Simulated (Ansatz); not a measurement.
# BH₂+ (triplet): B2PLYP, RPA-PBE over a scan of the scale of all distances, aug-cc-pVTZ

How well do these functionals follow the top wave-function level for BH₂+ (triplet) over a scan of the scale of all distances?

Method: aug-cc-pVTZ, all electrons in the functionals, frozen cores in the correlation of double hybrids and RPA; program: Ansatz 0.2.0, Gaussian basis.

Plan: B2PLYP, RPA-PBE, at 0.885; 1.000; 1.117; 1.313; 1.499; 1.716; 2.033; 2.383.

15 further runs of the same task are left out: 11 that didn't finish, 4 set aside as unsound or not needed.

**1. What is computed**

The geometry derives from a PBE0/def2-TZVP stationary point (not a proven minimum). All distances are scaled together.

3 atoms, charge 1, spin multiplicity 3.

Atoms are counted from 1 here; the program's logs count them from 0.

Bond lengths: B1–H2 1.291 Å, B1–H3 1.291 Å. Angles: H2–B1–H3 66.8°.

No dispersion term is added.

The geometry shown and the zero of energy belong to the point 1.000. The yardstick, FCI, and other wave-function levels (R restricted, U unrestricted, valence and pair active spaces) come from earlier runs.

**2. B2PLYP, 0.885**

Input file in.yaml:

```yaml
crystal:
  periodic: [false, false, false]
  atoms:
    - {symbol: B, position_ang: [0.000000, 0.000000, -0.149897]}
    - {symbol: H, position_ang: [0.000000, 0.628842, 0.803887]}
    - {symbol: H, position_ang: [0.000000, -0.628842, 0.803887]}
basis:
  gaussian: {orbitals: aug-cc-pVTZ}
total_charge: 1
magnetization: {spin_polarized: true, initial_magnetization: 2}
hamiltonian: {xc: {name: B2PLYP}}
correlation: {electrons: outside_noble_gas}
```

Run with:

```
ansatz run in.yaml --threads 1 --pin off --events-out ev --progress --plain --max-ram 2393MiB
```

The runs that follow: B2PLYP, 1.000; B2PLYP, 1.117; B2PLYP, 1.313; B2PLYP, 1.499; B2PLYP, 1.716; B2PLYP, 2.033; B2PLYP, 2.383; RPA-PBE, 0.885; RPA-PBE, 1.000; RPA-PBE, 1.117; RPA-PBE, 1.313; RPA-PBE, 1.499; RPA-PBE, 1.716; RPA-PBE, 2.033; RPA-PBE, 2.383.

**Question.** What will the summary of the whole plan be? Wanted: span of the FCI curve; largest miss, B2PLYP; largest miss, RPA-PBE.

As calculated:

```
             quantity                 value
span of the FCI curve          290.5 kJ/mol
 largest miss, B2PLYP  +41.2 kJ/mol (2.383)
largest miss, RPA-PBE  -12.2 kJ/mol (1.716)
```

Of the functionals, RPA-PBE keep the smallest largest miss at the points compared (at most 12.2 kJ/mol) and B2PLYP strays most (41.2 kJ/mol, at 2.383). Functionals and the yardstick converge differently with the basis, so part of each miss in aug-cc-pVTZ is the basis.
